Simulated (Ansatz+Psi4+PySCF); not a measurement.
# doublet C2H4(+): levels of theory in one basis

```xyz
6

C     0.6675    0.0000    0.0000
C    -0.7175    0.0000    0.0000
H     1.2377    0.9228    0.0000
H     1.2377   -0.9228    0.0000
H    -1.2377    0.9228    0.0000
H    -1.2377   -0.9228    0.0000
```

Basis set: cc-pVTZ (spherical functions). Frozen core: 2 orbitals. Correlation on ROHF uses semicanonical orbitals with singles. Charge 1, multiplicity 2.

Computed with Ansatz (development build ahead of 0.2.0) and Psi4 1.11; each method stands on the lowest determinant of its kind that the runs found.

| method | E − E(ROHF) (eV) | <S²> of the determinant |
| --- | --- | --- |
| ROHF | 0.00 | 0.75 |
| UHF | -0.07 | 0.75 |
| ROHF-MP2 | -7.47 | – |
| UHF-MP2 | -7.46 | 0.75 |

Caution for ROHF-MP2, UHF-MP2: MP2 on this radical cation hangs on the determinant chosen.
